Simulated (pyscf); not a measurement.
`[OH][Si]([OH])([F])[Cl]` + `[FH]` -> `[OH][Si]([OH])([F])[F]` + `[ClH]` (four-centre exchange; singlet surface; Cl–Si, F–H broken, F–Si, Cl–H formed). Single points on ωB97X-D3(BJ)/def2-SVP structures (PySCF, gas phase). Energies in eV from the separated reactants.

```tsv
level	barrier	reaction energy
ωB97X-D3(BJ)/def2-TZVP	[?]	[?]
PBE/def2-TZVP	[?]	-0.54
r²SCAN/def2-TZVP	0.89	-0.60
PBE0-D3(BJ)/def2-TZVP	1.01	-0.50
M06-2X/def2-TZVP	1.08	-0.61
HF/def2-TZVP	1.94	-0.72
```

### Question
Complete the blanks.

### Answer

- ωB97X-D3(BJ)/def2-TZVP, barrier: 1.12
- ωB97X-D3(BJ)/def2-TZVP, reaction energy: -0.48
- PBE/def2-TZVP, barrier: 0.84

The functionals in the table span 0.27 eV in this barrier, from PBE to ωB97X-D3(BJ). On the reactant side the descent ends in a complex, 0.30 eV under the separated species and 1.42 eV under the saddle at ωB97X-D3(BJ)/def2-TZVP. This is the saddle that the search found; another between the same sides may lie lower.
